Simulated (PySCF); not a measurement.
# Dipole moment and polarisability of 2-furanthiol

Species: 2-furanthiol, C4H4OS.
Atom-mapped SMILES: `[SH:1][c:2]1[cH:3][cH:4][cH:5][o:6]1` (hydrogens: H7 on S1; H8 on C3; H9 on C4; H10 on C5)

Structure used (GFN2-xTB), in Å, numbered top down from 1:
```xyz
10
C4H4OS angstrom
S      2.5674   -0.1671   -0.3687
C      0.8337   -0.1045   -0.1323
C     -0.1189   -1.0744   -0.2416
C     -1.3446   -0.4326    0.0667
C     -1.0425    0.8638    0.3355
O      0.2871    1.0747    0.2167
H      2.7454    1.1212   -0.0871
H      0.0393   -2.0988   -0.5054
H     -2.3147   -0.8843    0.0828
H     -1.6433    1.7066    0.6110
```

Level: PBE0/def2-SVPD (PySCF), static field, nuclei fixed, core orbitals frozen in the response. The polarisability tensor in these axes (au):

```
x   93.25  0.02 -5.85
y    0.02 65.43  4.31
z   -5.85  4.31 49.01
```

Q: What are the eigenvalues, a third of the trace, and Δα (Δα² = ½Σ(αi − αj)² over the three pairs)?

A: Principal values 47.24, 66.43 and 94.02 au; mean 69.23 au = 10.26 Å³ = 11.41 × 10⁻⁴⁰ C²·m²/J; Δα = 40.73 au (59 % of the mean).

Q: What is the dipole moment, and where does it point?

A: (-0.79, 0.26, 0.16) D, 0.85 D in size, pointing from the negative to the positive side. Measured along this direction, the outermost atoms are S1 at the negative end and H10 at the positive end.

Q: Find the Langevin capture rate constant for H3+ (3.023 u) meeting this molecule (99.998 u), k = 2.342 × 10⁻⁹ cm³/s × √(α in Å³ / reduced mass in u).

A: The reduced mass is 2.93 u, so k = 4.38 × 10⁻⁹ cm³/s. The formula leaves out the permanent dipole, which adds to the capture rate.

Q: Directions of the eigenvectors, and the extent of the frame along each?

A: Largest value along (0.99, -0.02, -0.13), where the nuclei span 5.00 Å; middle along (0.05, 0.97, 0.22), 3.87 Å; least along (0.12, -0.23, 0.97), 0.00 Å. The response follows the extents in order.

Q: Rayleigh depolarisation ratio (linearly polarised light, static tensor)?

A: ρ = 3Δα²/(45ᾱ² + 4Δα²) = 4977.7/(215680 + 6636.9) = 0.0224.

Q: Molar refractivity from α?

A: Lorentz–Lorenz: R = (4π/3)N_A α = 2.5225 cm³/(mol·Å³) × 10.26 Å³ = 25.9 cm³/mol, in the limit of long wavelengths.

Q: What are the principal values of the traceless quadrupole moment, Θ = ½Σq(3rr − r²1), about the centre of nuclear charge?

A: -7.89, 1.59, 6.29 D·Å. The values depend on the origin, since the dipole doesn't vanish. The electronic extent ⟨r²⟩ about the same centre is 659 bohr², a root-mean-square distance of 1.88 Å for the 52 electrons.

The structure is a single GFN2-xTB conformer in the gas phase; no vibrational or solvent corrections.

These values come from a run that also computed excited states. Hardware: one thread, Intel Xeon Platinum 8488C (x86_64), shared host. Cost: 14 s, 0.70 GiB resident at most.
